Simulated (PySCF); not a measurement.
Structure problem from calculated spectra and properties.

Elements present: C, H, N and O. Monoisotopic mass: 71.0371 u.

| Property | Result |
| --- | --- |
| Couplings | largest of the computed one-bond spin–spin couplings (means over like bonds): 13C–1H +190.9, 13C–1H +170.1, 13C–1H +135.4 (×3), 13C–13C +52.5, 17O–13C +30.0, 15N–13C -17.0, 15N–13C -6.2 Hz [B3LYP/pcJ-1, spin–dipole term left out for some pairs] |
| NMR, other nuclei | isotropic shieldings of nuclei other than C and H, by class: -165 (1 N), -177 (1 O) ppm [GIAO PBE0/pcSseg-1] |
| 13C NMR | chemical shifts (computed TMS as zero) by class: 179.4 (1 C), 146.7 (1 C), 26.6 (1 C) ppm [GIAO PBE0/pcSseg-1] |
| Rotational structure | rotational constants A, B, C: 9.311, 4.381, 3.217 GHz [GFN2-xTB] |
| Dipole | 3.87 D [wB97X-D/def2-SVPD] |
| Polarisability | 48.4 au [wB97X-D/def2-SVPD] |
| UV, first state | lowest singlet excitation: 4.61 eV (269 nm, f = 0.001) [TDDFT wB97X-D/def2-SVPD] |
| Triplet | lowest triplet excitation (Tamm–Dancoff): 4.07 eV [TDA wB97X-D/def2-SVPD] |

Gas-phase values; electronic properties from PySCF, density fitting. Levels stand in brackets. The structure is a single GFN2-xTB conformer in the gas phase; no vibrational or solvent corrections. NMR classes are plain means over equivalent atoms (diastereotopic ones count apart unless rotation or inversion swaps them), as if these changed places fast.

**Question.** Which formula fits the mass and the elements?

**Answer.** C3H5NO (calculated 71.0371). No other formula that holds each of these elements comes within 0.0003 u with a fitting electron parity and a possible valence count.

**Question.** Propose a structure and show how it fits.

**Answer.** Numbering: `[CH2:1]=[N:2][C:3]([CH3:4])=[O:5]`. Its formula, C3H5NO, gives 2 degrees of unsaturation: 0 rings and 2 π bonds in the structure found. 3 carbons fall into 3 classes; from least to most shielded: carbonyl carbon [C3] (179.4 ppm), imine carbon [C1] (146.7 ppm), methyl carbon next to a carbonyl [C4] (26.6 ppm). The other shieldings belong to: -165 ppm, imine nitrogen [N2]; -177 ppm, carbonyl oxygen [O5]. The couplings run between: +190.9 Hz, imine carbon [C1] and its hydrogen; +170.1 Hz, imine carbon [C1] and its hydrogen; +135.4 Hz, methyl carbon next to a carbonyl [C4] and its hydrogen (with 2 like pairs); +52.5 Hz, carbonyl carbon [C3] and methyl carbon next to a carbonyl [C4]; +30.0 Hz, carbonyl oxygen [O5] and carbonyl carbon [C3]; -17.0 Hz, imine nitrogen [N2] and imine carbon [C1]; -6.2 Hz, imine nitrogen [N2] and carbonyl carbon [C3]. The optimised geometry has point group C1 and is an asymmetric top. Structure: `C=NC(C)=O`. Computed isomers that give other values at the same levels: `[H]/N=C(/C)C=O` (lowest singlet excitation: 3.34 eV (372 nm, f = 0.001)); `C=CNC=O` (13C chemical shifts (computed TMS as zero) by class: 158.0 (1 C), 135.2 (1 C), 96.8 (1 C) ppm); `C=CC(N)=O` (13C chemical shifts (computed TMS as zero) by class: 165.3 (1 C), 138.4 (1 C), 135.1 (1 C) ppm). The assignments are read from this structure; whether some other isomer fits the data as well wasn't checked.

The values belong to the conformer `[CH2:1]=[N:2][C:3]([CH3:4])=[O:5]`: C1–N2–C3–C4 101°.
